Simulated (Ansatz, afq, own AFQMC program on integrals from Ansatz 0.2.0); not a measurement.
# CH$_{3}$Ge, doublet: AFQMC among the cluster methods

```
atom    x (Å)    y (Å)   z (Å)
   C  -0.1770  -1.9922  2.1639
  Ge  -1.0622  -0.2407  1.8304
   H  -0.7447  -2.8572  1.7848
   H   0.8626  -2.0422  1.8024
   H  -0.1414  -2.0869  3.2678
```

Connectivity, by distances: CH3–Ge.

Basis def2-SVP. Noble-gas cores (and the filled d shells of Ga–Kr and In–Xe) are frozen. Ansatz 0.2.0 and our own AFQMC program on the same integrals; the CISD trial comes from CCSD amplitudes, and released means the phaseless constraint is let go. Uncertainties: one standard error, sampling alone. No spin–orbit coupling.

Determinant: UHF, the one that the program's search chose, which needn't be the lowest solution. The geometry is a PBE0/def2-SVP stationary point of this or a neighbouring charge and spin state.

No full CI on the walks' own integrals is used here; CCSDT(Q) serves as the reference and is uncertain by about the last step of the cluster series.

Cautions: no relativity below Rb; no spin-orbit coupling; inner d shell frozen; the released energies are still falling, so no released level is given (meV from the phaseless value at times in 1/Eh: 3 ± 3 at 0.24, 0 ± 3 at 0.51, -1.2 ± 2.2 at 0.99, -5.6 ± 2.4 at 1.62, -14 ± 9 at 2.40), though the last usable value meets CCSDT(Q) within the noise; the ph-AFQMC/CISD walk drifts between its halves (2.3 errors).

```
T1 diagnostic                               : 0.0124
weight of the determinant in the CISD state : 0.884
⟨S²⟩ of the determinant                     : 0.763
size of the correlated space                : 11 electrons in 46 orbitals
```

Reference: CCSDT(Q), correlation energy -6.683 eV.

```
        level  E − E(reference) (kJ/mol)  share of correlation (%)
           HF                      644.8                      0.00
          MP2                      104.8                     83.75
         CCSD                       20.1                     96.88
      CCSD(T)                        2.8                     99.56
        CCSDT                        0.9                     99.87
  ph-AFQMC/HF                  1.9 ± 2.5                     99.70
ph-AFQMC/CISD                  0.4 ± 0.3                     99.93
```
